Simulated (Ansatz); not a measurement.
This script for a relaxed scan of one distance of BH4PS, SMILES PBS with Ansatz 0.2.0, Python API holds a mistake.

The script, `run_relaxed_scan.py`:
```python
import ansatz as az
from ase import Atoms
import numpy as np


def main() -> None:
    atoms = Atoms(["P", "B", "S", "H", "H", "H", "H"], positions=[
        (-0.7956, -0.0037, -1.1694),
        (0.3118, 0.248, 0.3441),
        (2.062, -0.3522, 0.2488),
        (-1.8597, -0.5015, -0.3998),
        (-1.3256, 1.4026, -1.1387),
        (-0.0932, 0.7669, 1.3326),
        (1.7615, -1.6282, 0.7367),
    ])
    mol = az.Crystal.molecule_from_ase(atoms)

    base = (
        mol
        .basis(gaussian="def2-SVP")
        .functional("pbe")
    )
    symbols = [site.symbol for site in mol.cartesian_sites]
    pairs = [(0, 1), (0, 3), (0, 4), (1, 2), (1, 5), (2, 6)]
    print("held (A)   E (eV)        ", "  ".join(f"{symbols[i]}{i}-{symbols[j]}{j}" for i, j in pairs))
    for length in [1.29, 1.4, 1.52, 1.69, 1.9]:
        report = base.relax(constraints=[az.DistanceConstraint((0, 3), at=length)], force_tolerance=0.02, max_steps=60).run().report
        xyz = np.array(report["positions_ang"])
        print(f"{length:6.2f} {report['free_energy_ev']:14.5f}  ", "  ".join(f"{np.linalg.norm(xyz[i] - xyz[j]):.3f}" for i, j in pairs))


if __name__ == "__main__":
    main()
```

```console
$ python run_relaxed_scan.py
Traceback (most recent call last):
  File "run_relaxed_scan.py", line 33, in <module>
    main()
    ~~~~^^
  File "run_relaxed_scan.py", line 20, in main
    .basis(gaussian="def2-SVP")
     ^^^^^
AttributeError: 'Crystal' object has no attribute 'basis'
$ echo $?
1
```

Find the fault and give the corrected script.

The fault: settings are called on the crystal, without .calculation(). The correction:

```diff
--- before
+++ after
@@ -18,3 +18,3 @@
     base = (
-        mol
+        mol.calculation()
         .basis(gaussian="def2-SVP")
```

The mended script runs so:

`python run_relaxed_scan.py` gives:
```text
held (A)   E (eV)         P0-B1  P0-H3  P0-H4  B1-S2  B1-H5  S2-H6
DeckWarning: relax.constraints: the input's atoms, or those drawn, lie off the distances that are held; a relaxation that starts there is brought onto them ahead of its first SCF, by positions alone, an atom by 5.72e-2 Å at the most. With the symmetry detection on, the symmetry is detected on the input's atoms as so brought (as typed, where only the drawn atoms reach the distances), and notices that speak of the structure as typed mean those atoms
  1.29   -20848.70429   1.899  1.290  1.435  1.787  1.215  1.367
  1.40   -20848.74972   1.956  1.400  1.445  1.778  1.215  1.369
  1.52   -20848.89359   1.909  1.520  1.436  1.789  1.214  1.365
  1.69   -20848.52583   1.912  1.690  1.438  1.787  1.214  1.365
  1.90   -20847.88242   1.914  1.900  1.440  1.785  1.215  1.365
```
(Warnings from the package without file and line, repeats left out.)

Notes:
- Total energies depend on the basis set; only differences at equal settings carry meaning.
- The energies are electronic: no zero-point or thermal terms, and the basis set is short of its limit.
- Wall time of the script: 97 s on 1 thread of AMD EPYC 9B14 (Zen 4), on a shared host, peak memory 0.22 GiB.
